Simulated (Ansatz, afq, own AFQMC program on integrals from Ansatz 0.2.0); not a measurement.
Integrals from Ansatz 0.2.0, then the random walk in our own AFQMC program (afq).

```yaml
crystal:
  periodic: [false, false, false]
  atoms:
    - {symbol: N, position_ang: [0.000000, 0.000000, 0.000000]}
    - {symbol: H, position_ang: [0.000000, 0.000000, 1.039652]}
basis:
  gaussian: {orbitals: cc-pVDZ}
magnetization: {spin_polarized: true, initial_magnetization: 2}
correlation: {method: ccsd_t, electrons: outside_noble_gas, hamiltonian_folder: ham}
```

```sh
$ ansatz run in.yaml --threads 1 --pin off --events-out ev --progress --plain --max-ram 16896MiB --backend cuda --devices 0, --max-vram 18GiB
```

Options of the walk:

```
--method phaseless --trial cisd --walkers 4000 --populations 20 --least-time 60 --time-step 0.005 --steps-per-block 50 --equilibration-blocks 28 --max-blocks 4000 --target-error 0.00015 --factor-cut 1e-05 --start spin_pure --seed 4254 --release-times 0.24,0.51,0.99,1.62,2.4 --release-step 0.03 --release-every 3 --taylor-order 6
```

Times are imaginary, in 1/Eh. The walk had a cap of 122 s. With eight or more populations the least sampling time is a fifth of least-time, and the error comes from their spread.

```
orbitals 18  electrons 4 2  factors 117 of 182
reference energy -54.96649754 Eh
CCSD correlation -0.12339825 Eh in 10 cycles, weight of the determinant in the CISD state 0.9566
energy of the start -55.089779 Eh
 block  time / (1/Eh)  mean weight  energy / Eh
     1     0.250  1.0001  -55.089686
     2     0.500  1.0000  -55.090330
     3     0.750  1.0001  -55.090869
     4     1.000  0.9999  -55.091282
     5     1.250  0.9997  -55.091551
    10     2.500  0.9997  -55.091777
    15     3.750  1.0002  -55.091906
    20     5.000  1.0000  -55.091686
    25     6.250  0.9999  -55.091869
    27     6.750  1.0000  -55.092059
    30     7.500  0.9998  -55.091726
    31     7.750  0.9997  -55.091502
    35     8.750  1.0001  -55.092005
    40    10.000  1.0000  -55.091690
    45    11.250  1.0000  -55.091666
    50    12.500  1.0000  -55.091729
    55    13.750  1.0003  -55.091777
    60    15.000  0.9997  -55.091751
    65    16.250  1.0002  -55.091602
    70    17.500  1.0000  -55.091907
    75    18.750  1.0000  -55.091913
    78    19.500  1.0000  -55.091586
error from the spread of 20 populations
released: time / (1/Eh)  energy / Eh  error  mean overlap
  0.24  -55.344233  0.252418  1.0005
  0.51  -55.091851  0.000017  0.9999
  0.99  -55.091877  0.000020  0.9976
  1.62  -55.091885  0.000026  0.9938
  2.40  -55.091869  0.000025  0.9930
energy -55.091758 +/- 0.000029 Eh
(rows thinned)
```

(1) Estimate how long the walk took on 1 × NVIDIA H100 80GB HBM3 with 2 threads of AMD EPYC 7R13 Processor (Zen 3) (shared host) (the card was shared).

The run passed its tests (sampling time, drift between the halves within three errors, error under three times the target), which doesn't prove that it has relaxed.

Against this walk (error 0.8 meV) on the same determinant: CCSD(T) 9.2 meV higher, CCSDT(Q) 1.5 meV lower (within the noise), CCSDTQ 1.9 meV lower, full CI 2.0 meV lower. The error is statistical and leaves out the bias of the constraint. The released energies have errors that jump between times, so the bars are unsure (meV from the phaseless value at times in 1/Eh: -6870 ± 6869 at 0.24, -2.5 ± 0.5 at 0.51, -3.2 ± 0.5 at 0.99, -3.4 ± 0.7 at 1.62, -3.0 ± 0.7 at 2.40), so they give no level.

Cautions: constraint bias not in the error; lower spins were not checked.

Answers

(1) 24 s of wall time.

CCSDT and higher add their correlation energy to the determinant of the CCSD(T) run, since their own runs factorise the integrals more tightly (a shift of under 2 meV). A walk keeps the symmetry of its determinant, which the program's search chose and which needn't be the lowest solution, so a lower state of the same spin and another symmetry isn't excluded.
